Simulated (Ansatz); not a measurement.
The first iterations of a band of AlH3O (5 atoms, charge 0, multiplicity 1).

All numbers below come from Ansatz, RKS PBE/def2-SVP.

```
movable images  : 7
climbing image  : yes
spring          : 5.0 eV/Å²
optimiser       : quadratic models (default)
start path      : through a guess of the saddle point
force threshold : 0.05 eV/Å
iteration limit : 60
end points      : relaxed
```

Initial state:

```xyz
5
Properties=species:S:1:pos:R:3
Al 0.473 -0.005 0.050
O 0.742 -0.152 1.744
H 0.023 -0.243 2.388
H 1.800 0.133 -0.818
H -1.013 -0.015 -0.546
```

Final state:

```xyz
5
Properties=species:S:1:pos:R:3
Al -0.014 0.082 -0.951
O 0.965 -0.023 0.926
H 0.540 -0.203 1.787
H 1.933 -0.055 1.046
H -1.397 -0.082 0.009
```

| iteration | highest image above the first end (eV) | largest band force component (eV/Å) |
| --- | --- | --- |
| 1 | 4.828 | 6.304 |
| 2 | 3.444 | 3.329 |
| 3 | 2.754 | 1.768 |
| 4 | 2.792 | 1.725 |
| 5 | 2.720 | 0.863 |

Does the band converge within its limit, and where does its top end?

It converged. It ended after 15 iterations with the highest image 2.809 eV above the first end. The profile has 2 maxima (images 1, 5) with wells between them (image 2): this band takes more than one step, which may be the mechanism or a detour left from its start path. Neighbouring images differ by up to 1.3 eV, so the band resolves the path poorly. A vibrational analysis at the climbing image gives one clearly imaginary mode, 1292i cm⁻¹: a first-order saddle point. The orbitals stay closed-shell, which can raise the energy where a bond breaks towards radicals; this wasn't checked here.

The run took 72 s on 1 thread of Arm Neoverse V2 (shared host), peak memory 0.092 GiB.
